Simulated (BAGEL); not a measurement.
# SiH4O (Si(OH)H3) at HF/STO-3G (density fitting with qzvpp-jkfit)

What is the vertical singlet–triplet gap of SiH4O (Si(OH)H3) at HF/STO-3G (density fitting with qzvpp-jkfit)? 

The calculation is run with BAGEL 1.2.2.

4 further runs of the same task are left out: 3 that didn't finish, 1 set aside as unsound or not needed.

## 1. The molecule

SiH4O has 6 atoms, charge 0, and is taken as a singlet. SMILES: `[H][Si]([H])([H])O`. Geometry: relaxed at GFN2-xTB.

Bond lengths: Si1–O2 1.625 Å, O2–H3 0.953 Å, Si1–H4 1.464 Å, Si1–H5 1.464 Å, Si1–H6 1.453 Å. Angles: Si1–O2–H3 122.4°, O2–Si1–H4 110.3°, O2–Si1–H5 110.3°, O2–Si1–H6 101.4°, H4–Si1–H5 108.8°, H4–Si1–H6 112.9°, H5–Si1–H6 112.9°.

## 2. A single-point energy at HF/STO-3G (density fitting with qzvpp-jkfit)

File calc.json:

```json
{ "bagel": [

{
  "title": "molecule",
  "basis": "sto-3g",
  "df_basis": "qzvpp-jkfit",
  "angstrom": "true",
  "geometry": [
    { "atom": "Si", "xyz": [   -0.059940,   -0.114970,   -0.407910 ] },
    { "atom": "O", "xyz": [   -0.059540,   -0.091910,    1.217130 ] },
    { "atom": "H", "xyz": [    0.327320,    0.620940,    1.717260 ] },
    { "atom": "H", "xyz": [    1.313150,   -0.112770,   -0.916850 ] },
    { "atom": "H", "xyz": [   -0.760380,    1.058380,   -0.933190 ] },
    { "atom": "H", "xyz": [   -0.760600,   -1.359670,   -0.676430 ] }
  ]
},
{ "title": "hf" },
{ "title": "print", "file": "orbitals.molden", "orbitals": "true" }

]}
```

Launch:

```sh
$ BAGEL_NUM_THREADS=1 BAGEL calc.json > calc.out
```

What it wrote:

```text
* using 1 threads per process

  ===============================================================
  ===============================================================

  *** Geometry ***

  { "atom" : "Si", "xyz" : [     -0.113270,     -0.217262,     -0.770838 ] },
  { "atom" : "O", "xyz" : [     -0.112514,     -0.173685,      2.300042 ] },
  { "atom" : "H", "xyz" : [      0.618545,      1.173407,      3.245151 ] },
  { "atom" : "H", "xyz" : [      2.481494,     -0.213104,     -1.732595 ] },
  { "atom" : "H", "xyz" : [     -1.436910,      2.000048,     -1.763474 ] },
  { "atom" : "H", "xyz" : [     -1.437326,     -2.569404,     -1.278267 ] },

  Number of auxiliary basis functions:      277

  Since a DF basis is specified, we compute 2- and 3-index integrals:
    o Being stored without compression. Storage requirement is 0.001 GB

  Number of basis functions:       18
  Number of electrons      :       26

    * METHOD: MOLECULE                             0.32

  *** RHF ***

  === Nuclear Repulsion ===
    65.6694777563

      * DIIS with orbital gradients will be used.

  === RHF iteration (sto-3g) ===
      0       -361.71541398          0.02033446           0.01
      1       -361.75934204          0.00430417           0.01
      2       -361.76156872          0.00084969           0.01
      3       -361.76169813          0.00006881           0.01
      4       -361.76169937          0.00001868           0.01
      5       -361.76169947          0.00000315           0.01
      6       -361.76169947          0.00000056           0.01
      7       -361.76169947          0.00000011           0.01
      8       -361.76169947          0.00000002           0.01
      9       -361.76169947          0.00000000           0.01
    * SCF iteration converged.

    * Permanent dipole moment:
           (   -0.223808,    -0.405846,     0.243392) a.u.

    * METHOD: HF                                   0.34

    * METHOD: PRINT                                0.00

  ===============================================================
```

Run time: 1.5 s. Hardware: 1 thread of Intel Xeon at 2.50GHz (Skylake/Cascade Lake), shared host.

## 3. The triplet at the same level

File job.json:

```json
{ "bagel" : [

{
  "title" : "molecule",
  "basis" : "sto-3g",
  "df_basis" : "qzvpp-jkfit",
  "angstrom" : true,
  "geometry" : [
    { "atom" : "Si", "xyz" : [      -0.059940,      -0.114970,      -0.407910 ] },
    { "atom" : "O", "xyz" : [      -0.059540,      -0.091910,       1.217130 ] },
    { "atom" : "H", "xyz" : [       0.327320,       0.620940,       1.717260 ] },
    { "atom" : "H", "xyz" : [       1.313150,      -0.112770,      -0.916850 ] },
    { "atom" : "H", "xyz" : [      -0.760380,       1.058380,      -0.933190 ] },
    { "atom" : "H", "xyz" : [      -0.760600,      -1.359670,      -0.676430 ] }
  ]
},

{
  "title" : "uhf",
  "nopen" : 2
},

{
  "title" : "print",
  "file" : "orbitals.molden",
  "orbitals" : true
}

]}
```

Launch:

```sh
$ BAGEL_NUM_THREADS=1 BAGEL job.json > job.out
```

What it wrote:

```text
* using 1 threads per process

  ===============================================================
  ===============================================================

  *** Geometry ***

  { "atom" : "Si", "xyz" : [     -0.113270,     -0.217262,     -0.770838 ] },
  { "atom" : "O", "xyz" : [     -0.112514,     -0.173685,      2.300042 ] },
  { "atom" : "H", "xyz" : [      0.618545,      1.173407,      3.245151 ] },
  { "atom" : "H", "xyz" : [      2.481494,     -0.213104,     -1.732595 ] },
  { "atom" : "H", "xyz" : [     -1.436910,      2.000048,     -1.763474 ] },
  { "atom" : "H", "xyz" : [     -1.437326,     -2.569404,     -1.278267 ] },

  Number of auxiliary basis functions:      277

  Since a DF basis is specified, we compute 2- and 3-index integrals:
    o Being stored without compression. Storage requirement is 0.001 GB

  Number of basis functions:       18
  Number of electrons      :       26

    * METHOD: MOLECULE                             0.29

  *** Open-shell HF ***

  === Nuclear Repulsion ===
    65.6694777563

      * DIIS with orbital gradients will be used.

  === UHF iteration (sto-3g) ===
      0       -361.26334930          0.04338482           0.02
      1       -361.37194279          0.02081313           0.02
      2       -361.40685191          0.00911629           0.02
      3       -361.41736490          0.00454832           0.03
      4       -361.42303727          0.00082509           0.01
      5       -361.42381092          0.00062311           0.03
      6       -361.42426535          0.00016369           0.02
      7       -361.42433637          0.00005461           0.03
      8       -361.42434082          0.00002643           0.01
      9       -361.42434134          0.00000778           0.02
     10       -361.42434140          0.00000426           0.01
     11       -361.42434145          0.00000197           0.01
     12       -361.42434146          0.00000099           0.03
     13       -361.42434146          0.00000057           0.04
     14       -361.42434146          0.00000050           0.01
     15       -361.42434146          0.00000040           0.02
     16       -361.42434146          0.00000013           0.02
     17       -361.42434146          0.00000004           0.02
     18       -361.42434146          0.00000001           0.01
     19       -361.42434146          0.00000001           0.03
    * SCF iteration converged.

    * S^2 (UHF) is 2.0042

    * Permanent dipole moment:
           (   -0.096736,    -0.184535,    -0.545857) a.u.

    * METHOD: UHF                                  0.65

    * METHOD: PRINT                                0.00

  ===============================================================
```

It took 1.7 s on 1 thread of Intel Xeon at 2.50GHz (Skylake/Cascade Lake), shared host.

## 4. What came out

Level: HF/STO-3G (density fitting with qzvpp-jkfit).

```
                                        quantity          value
                           singlet: total energy  -361.76170 Eh
                          singlet: dipole moment         1.33 D
                            singlet: HOMO energy       -9.12 eV
                            singlet: LUMO energy       13.66 eV
                          singlet: HOMO–LUMO gap       22.77 eV
                           triplet: total energy  -361.42434 Eh
                          triplet: dipole moment         1.49 D
                                   triplet: ⟨S²⟩          2.004
vertical energy of the triplet above the singlet       9.180 eV
```

In words: At this shape the triplet lies 9.18 eV (886 kJ/mol) above the singlet. In a minimal basis such a difference can be off by several eV, whatever the method.
